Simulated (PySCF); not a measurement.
## The electron affinity along group 15

Calculated with PySCF 2.14 from differences of total energies of unrestricted determinants, without spin-orbit coupling. Values in eV. The last column holds reference values (measured affinities from photodetachment; the arrow runs from anion to atom). Unmarked ones compare directly (S terms, centres of terms, or small fine structure); those marked * lie between the lowest fine-structure levels and include a spin-orbit shift.

| element | configurations | UHF | SCS-MP2 (valence) | CCSD(T) (valence) | LDA | PBE | r2SCAN | reference |
| --- | --- | --- | --- | --- | --- | --- | --- | --- |
| P (dyall-av2z, non-relativistic) | [Ne] 3s2 3p4 → [Ne] 3s2 3p3 | -0.352 | 0.323 | 0.376 | 1.026 | 0.869 | 0.775 | 0.747 * |
| As (dyall-av2z, non-relativistic) | [Ar] 3d10 4s2 4p4 → [Ar] 3d10 4s2 4p3 | -0.261 | 0.348 | 0.415 | 1.088 | 0.879 | 0.837 | 0.804 * |
| Sb (dyall-av2z, non-relativistic) | [Kr] 4d10 5s2 5p4 → [Kr] 4d10 5s2 5p3 | 0.029 | 0.522 | 0.591 | 1.243 | 1.031 | 1.005 | 1.047 * |

The highest occupied level of the anion is positive for P⁻ at LDA, PBE, r2SCAN; As⁻ at LDA, PBE, r2SCAN; Sb⁻ at LDA, PBE, r2SCAN, so there the basis helps to hold the electron.

"Valence" correlates the outer s and p shells and, in groups 3 to 12 and the f block, the outer d or f shell, open or full, or the next shell where the ion has no valence electron left; the wider scheme adds the next inner shell.
